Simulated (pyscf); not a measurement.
`[NH][SiH]([NH2])[NH2]` [doublet] + `[H][H]` → `[NH][SiH2][NH2]` [doublet] + `[NH3]`, a four-centre exchange (doublet surface; N–Si, H–H broken, H–Si, H–N formed). Structures and frequencies: ωB97X-D3(BJ)/def2-SVP in PySCF. Energies in kJ/mol from the separated reactants.

Small-basis levels: PySCF, no dispersion term, spherical d functions. Open shells are spin-unrestricted. 

Question: Quick SVWN5/6-31G* single points give ΔE‡ = 182.8 kJ/mol and ΔE = +54.2 kJ/mol. What does ωB97M-D3(BJ)/def2-TZVP give, and how far is the quick result from it?

Answer: ωB97M-D3(BJ)/def2-TZVP gives ΔE‡ = 269.3 kJ/mol and ΔE = +48.3 kJ/mol. SVWN5/6-31G* lies 86.5 kJ/mol under it in the barrier and 5.9 kJ/mol over it in the reaction energy, so on this step it does not hold to within 12.6 kJ/mol. ωB97M-D3(BJ)/def2-TZVP has limits of its own. The same reactants have a lower exit, to H₂N–SiH(NH₂)–NH₂ + H• (barrier +32.5 kJ/mol at ωB97M-D3(BJ)/def2-TZVP, against +269.3 kJ/mol here). •HN–SiH(NH₂)–NH₂ lies 68.5 kJ/mol over its isomer H₂N–Si•(NH₂)–NH₂ (electronic energy, ωB97M-D3(BJ)/def2-TZVP). •HN–SiH₂–NH₂ lies 77.2 kJ/mol over its isomer H₂N–SiH•–NH₂ (electronic energy, ωB97M-D3(BJ)/def2-TZVP). This is the saddle that the search found; another between the same sides may lie lower.
